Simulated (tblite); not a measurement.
C₅H₁₂P (charge +1).
Atom-mapped SMILES: `[CH3:1]/[CH:2]=[CH:3]/[PH2+:4][CH2:5][CH3:6]` (hydrogens: H7, H8, H9 on C1; H10 on C2; H11 on C3; H12, H13 on P4; H14, H15 on C5; H16, H17, H18 on C6)

Geometry (GFN2-xTB, Å), atoms numbered from 1 in this order:
```xyz
18
C5H12P angstrom
C      3.461   -0.079   -0.292
C      2.057   -0.525   -0.254
C      1.101    0.051    0.484
P     -0.586   -0.504    0.501
C     -1.796    0.771    0.046
C     -3.222    0.232    0.154
H      3.644    0.762    0.372
H      3.728    0.200   -1.311
H      4.115   -0.906   -0.018
H      1.815   -1.378   -0.878
H      1.312    0.907    1.117
H     -0.937   -0.980    1.747
H     -0.727   -1.587   -0.335
H     -1.649    1.628    0.713
H     -1.573    1.102   -0.974
H     -3.443   -0.097    1.168
H     -3.929    1.014   -0.107
H     -3.380   -0.604   -0.524
```

Computed with GFN2-xTB (tblite): harmonic, unscaled wavenumbers at the GFN2-xTB geometry, gas phase. Against measured fundamentals such values can be off by several per cent, at times by over 20. Modes of hydrogen on phosphorus can be 10 to 20 % off. One conformer, not necessarily the lowest.

Harmonic wavenumbers (cm⁻¹): 50.5, 66.5, 99.1, 177.6, 202.0, 214.7, 239.7, 292.0, 409.5, 518.6, 667.5, 713.4, 733.5, 804.0, 820.6, 859.5, 959.2, 983.5, 1001.6, 1003.8, 1008.3, 1020.0, 1060.2, 1125.3, 1184.6, 1203.2, 1232.5, 1262.9, 1377.6, 1396.0, 1418.1, 1429.6, 1443.5, 1471.6, 1478.2, 1623.9, 2397.3, 2442.5, 2927.1, 2938.5, 3001.2, 3020.6, 3022.1, 3035.5, 3036.8, 3040.4, 3062.1, 3066.1.

A = 11207, B = 1012, C = 984.3 MHz; mass 103.068 u (most abundant isotopes); point group C1, symmetry number 1.

What is the zero-point energy?

½Σν̃ = 33271 cm⁻¹ = 398.01 kJ/mol.

Give the ideal-gas entropy at 298.15 K and 1 bar in the rigid-rotor, harmonic-oscillator model (classical rotation).

Translation 166.67, rotation 116.13, vibration 109.80: S = 392.6 J/(mol K).

And Cp and H(298.15 K) − H(0)?

Cp = 142.86 J/(mol K), of which vibrations give 109.60 (their classical limit is 48 R = 399.1); H(298.15 K) − H(0) = 26.83 kJ/mol without the zero-point energy, 16.91 from vibrations.

Which modes carry the vibrational entropy at 298.15 K?

50.5 cm⁻¹: 20.07; 66.5 cm⁻¹: 17.80; 99.1 cm⁻¹: 14.53; 177.6 cm⁻¹: 9.85; 202.0 cm⁻¹: 8.85; 214.7 cm⁻¹: 8.38 J/(mol K); the other 42 give 30.33 together.

How do the functions run with temperature in this model?

```csv
T (K),S (J/(mol K)),Cp (J/(mol K)),H − H(0) (kJ/mol),G − H(0) (kJ/mol),ln q(vib)
100,280.7,76.0,5.37,-22.70,1.65
200,343.2,107.6,14.58,-54.07,4.10
300,393.5,143.6,27.09,-90.96,6.43
500,483.9,213.5,63.08,-178.86,10.94
800,601.0,284.5,138.65,-342.12,17.47
1000,668.1,316.5,198.90,-469.15,21.57
```

q(vib) and H(0) count from the zero-point level.

Blend soft modes into free rotors: weight 1/[1 + (100 cm⁻¹/ν̃)⁴] for the oscillator and the rest for a rotor with moment μB/(μ + B), μ = h/(8π²ν), B = 10⁻⁴⁴ kg m². What vibrational entropy results?

100.12 J/(mol K) in place of 109.80, which changes −T·S at 298.15 K by +2.89 kJ/mol.

Hindered rotation and anharmonicity are outside this model. Other conformers, if any are populated, would add a mixing term that is left out. The structure is chiral; the term R ln 2 for an equal mix with its mirror image is left out.
